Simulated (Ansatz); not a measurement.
## How far each method lies from UCCSDT(Q) for H₂Si–Ge, triplet

Geometry: a PBE0/def2-TZVP stationary point for this spin, not checked as a minimum.

```xyz
4

Si    0.0000    0.0000    1.6381
Ge    0.0000    0.0000   -0.7039
H     0.0000    1.1919    2.5412
H     0.0000   -1.1919    2.5412
```

Basis cc-pVDZ; Ansatz 0.2.0. Correlated methods freeze the noble-gas cores and the filled d shells of p-block atoms, which leaves 10 electrons in 36 orbitals. Prefix R: restricted or restricted open-shell reference; prefix U: unrestricted. Active spaces: valence = (10e, 10o) chosen from the atoms' valence shells. No spin–orbit coupling is included, and no scalar relativity.

Full CI isn't at hand for all of this; UCCSDT(Q) serves as the reference, and is uncertain by about the last step of the cluster series. The frozen core follows each run's orbitals, which can shift R against U totals by a few meV for light atoms and by up to 0.1 eV past Ca.

The UHF ⟨S²⟩ is 2.024, the T1 diagnostic (RCCSD) is 0.0191 and the largest doubles amplitude (RCCSD) is 0.054. The T1 diagnostic (UCCSD) is 0.0201.

```json
{"level": "UHF", "E − E(UCCSDT(Q)) (kJ/mol)": "494.0", "share of correlation (%)": "2.50", "wall time": "–"}
{"level": "UMP2", "E − E(UCCSDT(Q)) (kJ/mol)": "116.9", "share of correlation (%)": "76.94", "wall time": "–"}
{"level": "UCCSD", "E − E(UCCSDT(Q)) (kJ/mol)": "19.8", "share of correlation (%)": "96.09", "wall time": "–"}
{"level": "UCCSD(T)", "E − E(UCCSDT(Q)) (kJ/mol)": "4.5", "share of correlation (%)": "99.12", "wall time": "4.9 s"}
{"level": "UCCSDT", "E − E(UCCSDT(Q)) (kJ/mol)": "0.9", "share of correlation (%)": "99.83", "wall time": "–"}
```

The correlation energy at UCCSDT(Q), counted from RHF, is -5.252 eV. That run took 17 s on 1 thread of Arm Neoverse V2, shared host.

Run but not shown, since their state or frozen core can't be matched to the reference's or they repeat it: RHF, RMP2, CISD, RCCSD, RCCSD(T), BCCD(T), RCCSDT, RCCSDT(Q), CASSCF (valence space), NEVPT2 (valence space), MRCISD (valence space), MRCISD+Q (valence space).

Times hold each run's SCF and search for its determinant on a shared host, so for small cases they say little of a method's own cost; they ran on 1 thread of Arm Neoverse V2.

Natural occupations of CASSCF (valence space) about the gap: 1.984 1.978 1.973 1.943 0.999 0.994 0.043 0.043 0.023 0.020; effectively unpaired electrons, Σ n²(2−n)², 2.04.

Atomization energy (electronic, same basis, no zero-point term; atoms at the same level, unrestricted beside the R rows where the molecule is a closed shell, but restricted open-shell past Ca, as are all atoms' steps beyond CCSDT(Q)) at UCCSDT(Q): 770.4 kJ/mol. Errors of other levels:

| level | error (kJ/mol) |
| --- | --- |
| UHF | -163.7 |
| UMP2 | -17.7 |
| UCCSD | -13.2 |
| UCCSD(T) | -2.5 |
| UCCSDT | -0.7 |

This basis is far from its limit, so the value isn't to be set against a measured one.
